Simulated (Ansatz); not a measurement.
Ansatz (a program for electronic structure) input:
A basis named .json is the Basis Set Exchange file of that set.

Ansatz 0.2 input:
```yaml
crystal:
  periodic: [false, false, false]
  atoms:
    - {symbol: C, position_ang: [1.18117604, -0.36779598, 0.01854416]}
    - {symbol: C, position_ang: [-0.00115998, 0.51798809, -0.05691682]}
    - {symbol: O, position_ang: [-1.20555268, -0.12470547, 0.10015001]}
    - {symbol: H, position_ang: [-1.92525557, 0.50464161, -0.01377086]}
    - {symbol: H, position_ang: [-0.00116302, 1.40815434, -0.67836497]}
    - {symbol: H, position_ang: [2.09806429, 0.22204659, -0.00681776]}
    - {symbol: H, position_ang: [1.17235960, -0.95240933, 0.94267001]}
    - {symbol: H, position_ang: [1.22031985, -1.08594199, -0.81468055]}
basis:
  gaussian:
    orbitals: cc-pVQZ
    fitting: {mean_field: def2-universal-jkfit, correlation: cc-pVQZ-RIFIT.json}
magnetization: {spin_polarized: true, initial_magnetization: 1}
correlation: {method: mp2, electrons: outside_noble_gas}
```

Task: What final total energy does it print?

Result: -154.13550 Eh (RI-MP2/cc-pVQZ). The basis has 315 functions.

It need not be the lowest isomer of its formula.
